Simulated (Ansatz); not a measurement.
**How far each method lies from UCCSDT(Q) for HB–NH, triplet**

Geometry: a PBE0/def2-TZVP stationary point for this spin, not checked as a minimum.

```xyz
4

B     0.0000   -0.1240    0.7739
N     0.0000   -0.0224   -0.5980
H     0.0000    0.9564    1.3306
H     0.0000    0.6853   -1.3215
```

Basis cc-pVDZ; Ansatz 0.2.0. Only valence electrons are correlated (noble-gas cores frozen), which leaves 10 electrons in 36 orbitals. Prefix R: restricted or restricted open-shell reference; prefix U: unrestricted. Active spaces: valence = (10e, 10o) chosen from the atoms' valence shells.

Full CI isn't at hand for all of this; UCCSDT(Q) serves as the reference, and is uncertain by about the last step of the cluster series. The frozen core follows each run's orbitals, which can shift R against U totals by a few meV.

For open shells CISD is restricted-active-space CI with the open shells as a complete middle space.

- UHF ⟨S²⟩: 2.008
- T1 diagnostic (RCCSD): 0.0282
- largest doubles amplitude (RCCSD): 0.067
- T1 diagnostic (UCCSD): 0.0254

```tsv
level	E − E(UCCSDT(Q)) (kJ/mol)	share of correlation (%)	wall time
RHF	626.7	0.00	–
UHF	615.7	1.76	–
RMP2	98.7	84.25	–
UMP2	99.2	84.17	–
CISD	58.3	90.69	1.1 s
RCCSD	22.2	96.46	–
UCCSD	22.0	96.49	–
RCCSD(T)	4.8	99.23	1.2 s
UCCSD(T)	4.9	99.23	1.3 s
BCCD(T)	4.8	99.24	1.4 s
RCCSDT	1.3	99.79	–
UCCSDT	1.3	99.79	–
RCCSDT(Q)	0.2	99.97	16 s
CASSCF (valence space)	373.6	40.39	–
NEVPT2 (valence space)	85.8	86.31	4.8 s
MRCISD (valence space)	21.8	96.52	–
MRCISD+Q (valence space)	4.2	99.33	7.5 s
```

The correlation energy at UCCSDT(Q), counted from RHF, is -6.495 eV. That run took 14 s on 1 thread of Arm Neoverse V2, shared host.

Times hold each run's SCF and search for its determinant on a shared host, so for small cases they say little of a method's own cost; they ran on 1 thread of Arm Neoverse V2.

Natural occupations of CASSCF (valence space) about the gap: 1.986 1.979 1.976 1.958 1.004 0.997 0.042 0.023 0.019 0.017; effectively unpaired electrons, Σ n²(2−n)², 2.02.

Atomization energy (electronic, same basis, no zero-point term; atoms at the same level, unrestricted beside the R rows where the molecule is a closed shell, with restricted open-shell steps beyond CCSDT(Q)) at UCCSDT(Q): 949.7 kJ/mol. Errors of other levels:

```json
{"level": "RHF", "error (kJ/mol)": "-223.9"}
{"level": "UHF", "error (kJ/mol)": "-228.8"}
{"level": "RMP2", "error (kJ/mol)": "8.1"}
{"level": "UMP2", "error (kJ/mol)": "6.1"}
{"level": "CISD", "error (kJ/mol)": "-50.8"}
{"level": "RCCSD", "error (kJ/mol)": "-16.6"}
{"level": "UCCSD", "error (kJ/mol)": "-16.9"}
{"level": "RCCSD(T)", "error (kJ/mol)": "-3.2"}
{"level": "UCCSD(T)", "error (kJ/mol)": "-3.5"}
{"level": "BCCD(T)", "error (kJ/mol)": "-3.2"}
{"level": "RCCSDT", "error (kJ/mol)": "-1.1"}
{"level": "UCCSDT", "error (kJ/mol)": "-1.2"}
{"level": "RCCSDT(Q)", "error (kJ/mol)": "0.0"}
{"level": "CASSCF (valence space)", "error (kJ/mol)": "-59.2"}
{"level": "NEVPT2 (valence space)", "error (kJ/mol)": "-15.3"}
{"level": "MRCISD (valence space)", "error (kJ/mol)": "-17.2"}
{"level": "MRCISD+Q (valence space)", "error (kJ/mol)": "-8.5"}
```

This basis is far from its limit, so the value isn't to be set against a measured one. Truncated CI isn't size-consistent, which counts against it in atomization.
